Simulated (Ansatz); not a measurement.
in.yaml

```yaml
crystal:
  periodic: [false, false, false]
  atoms:
    - {symbol: Co, position_ang: [0.000000, -0.043234, 0.323378]}
    - {symbol: O, position_ang: [0.000000, 0.073109, -1.241595]}
    - {symbol: H, position_ang: [0.000000, 1.367368, 0.800755]}
basis:
  gaussian: {orbitals: def2-mTZVP}
magnetization: {spin_polarized: false}
correlation: {method: ccsd, electrons: outside_noble_gas, diis_vectors: 12}
scf: {lower_state_search: off}
```

```sh
$ ansatz run in.yaml --threads 1 --pin off --events-out ev --progress --plain --max-ram 2393MiB
```

The program prints:

```
these checks for a lower state are left out or cut short: stability, starts, cluster_reference, orbital_swaps, neighbouring_geometries, increment
604 factors; integrals over basis functions are off by at most 5.2e-4 eV
mean field evaluation 1: about -39630.3289 eV, gradient 4.2e1 eV
mean field evaluation 2: about -39630.4305 eV, gradient 4.2e1 eV
mean field evaluation 4: about -39634.2086 eV, gradient 1.1e1 eV
mean field evaluation 8: about -39635.0367 eV, gradient 1.0e0 eV
mean field evaluation 16: about -39635.0699 eV, gradient 2.1e-1 eV
mean field -39635.07381989 eV, -1456.5620972628 hartree, gradient 3.2e-6 eV, S^2 0.000000; 0 other end points of the search recorded, 0 dependent functions left out
10 core orbitals not correlated: weight in the atoms' cores, before any rotation towards them, 0.999 or more for the frozen orbitals, at most 0.000 for the correlated occupied ones
reference -39635.07381989 eV, -1456.5620972628 hartree; 8, 8 occupied and 42, 42 virtual orbitals, 604 factors
second order -15.11755243 eV of doubles, -0.00000000 eV of singles
cycle   1  -10.97508597 eV  change     4.1e0 eV  update   4.3e-1
cycle   2  -13.47354466 eV  change    -2.5e0 eV  update   3.9e-1
cycle   3  -14.02337503 eV  change   -5.5e-1 eV  update   1.2e-1
cycle   4  -14.05885246 eV  change   -3.5e-2 eV  update   6.9e-2
cycle   5  -14.11942620 eV  change   -6.1e-2 eV  update   2.4e-2
...
cycle  19  -14.18969194 eV  change    3.4e-5 eV  update   1.7e-4
cycle  20  -14.18942455 eV  change    2.7e-4 eV  update   1.2e-4
cycle  21  -14.18946055 eV  change   -3.6e-5 eV  update   9.0e-5
cycle  22  -14.18940957 eV  change    5.1e-5 eV  update   6.6e-5
cycle  23  -14.18942938 eV  change   -2.0e-5 eV  update   5.1e-5
cycle  24  -14.18939613 eV  change    3.3e-5 eV  update   4.0e-5
cycle  25  -14.18943180 eV  change   -3.6e-5 eV  update   3.1e-5
cycle  26  -14.18940995 eV  change    2.2e-5 eV  update   2.4e-5
cycle  27  -14.18943368 eV  change   -2.4e-5 eV  update   1.3e-5
cycle  28  -14.18944379 eV  change   -1.0e-5 eV  update   8.6e-6
Total energy: -39649.26326367 eV, -1457.0835497040 hartree
Checks for a lower state left out: stability, starts, cluster_reference, orbital_swaps, neighbouring_geometries, increment
```

The T1 diagnostic is 0.087.

Ran on 1 thread of Arm Neoverse V1, shared host: 1.2 s wall, 0.11 GiB peak host memory.
